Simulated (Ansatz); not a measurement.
Geometry optimisation, Ansatz, RHF/6-31G*.

Input:

```yaml
crystal:
  periodic: [false, false, false]
  atoms:
    - { symbol: Al, position_ang: [0.194809, 0.0, 0.192306] }
    - { symbol: H, position_ang: [0.646796, 0.0, 1.655571] }
    - { symbol: F, position_ang: [1.781144, 0.0, -0.228357] }
    - { symbol: F, position_ang: [-1.123149, 0.0, -0.753619] }
basis:
  gaussian: { orbitals: "6-31G*" }
hamiltonian:
  xc: hf
relax:
  f_tol: 0.03
  max_steps: 50
```

Launched with:

```bash
$ ansatz run input.yaml --threads 1 --pin off --max-ram 2048MiB --backend cpu --events-out ev --progress --plain --runs-dir out
```

Task: Where does it end, and by what steps?

Result: The forces met the threshold. After 5 steps the energy has fallen by 0.738 eV; H2 moved furthest, 0.35 Å.

| step | energy less start (eV) | largest force component (eV/Å) | accepted |
| --- | --- | --- | --- |
| 0 | 0.0000 | 1.669 | yes |
| 1 | -0.5449 | 1.509 | yes |
| 2 | -0.7129 | 0.830 | yes |
| 3 | -0.7379 | 0.067 | yes |
| 4 | -0.7383 | 0.035 | yes |
| 5 | -0.7383 | 0.000 | yes |

```xyz
4
Properties=species:S:1:pos:R:3
Al 0.374 0.000 0.251
H 0.327 0.000 1.810
F 1.790 0.000 -0.556
F -0.991 0.000 -0.639
```

Run time: 5.4 s on 1 thread of Arm Neoverse N1, on a shared host, peak memory 0.093 GiB.
